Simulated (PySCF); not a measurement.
# Converging SiB in the basis (MP2)

PySCF, UHF reference; quartet, unpaired electrons σ ↑, π ↑↑; De to Si + B without counterpoise correction. Frozen cores follow the default of each basis and core potential.

```tsv
basis	relativity	functions	Re (Å)	ωe (cm⁻¹)	De (eV)	frozen orbitals
3-21G	no relativity	22	1.960	738	2.62	6
cc-pV(D+d)Z/cc-pVDZ	no relativity	37	1.925	762	3.04	6
jorge-DZP-DKH	spin-free X2C	39	1.929	750	3.01	6
6-311G(d,p)	no relativity	44	1.909	767	3.08	6
def2-TZVPP	no relativity	73	1.905	771	3.26	6
def2-TZVPPD	no relativity	85	1.905	770	3.27	6
```

Task: How does each smaller set differ from the one with most functions, def2-TZVPPD?

Result: 3-21G: +5.5 pm, -4.2 % in ωe, -0.65 eV in De; cc-pV(D+d)Z/cc-pVDZ: +2.0 pm, -1.0 % in ωe, -0.23 eV in De; jorge-DZP-DKH: +2.4 pm, -2.6 % in ωe, -0.26 eV in De; 6-311G(d,p): +0.4 pm, -0.4 % in ωe, -0.19 eV in De; def2-TZVPP: +0.0 pm, +0.1 % in ωe, -0.01 eV in De. All at MP2; the set with most functions is neither the basis-set limit nor always the best. The rows treat relativity differently, so the differences are not basis effects alone.

Correlated steps freeze 6 core orbitals. Correlated levels converge slowly with the basis: in double zeta they bind strong bonds too weakly, by up to about 1 eV, and carry superposition errors of some tenths. 3-21G is very small, so such numbers show the basis as much as the molecule. The state was picked by a PBE0 search and need not be the measured ground state.
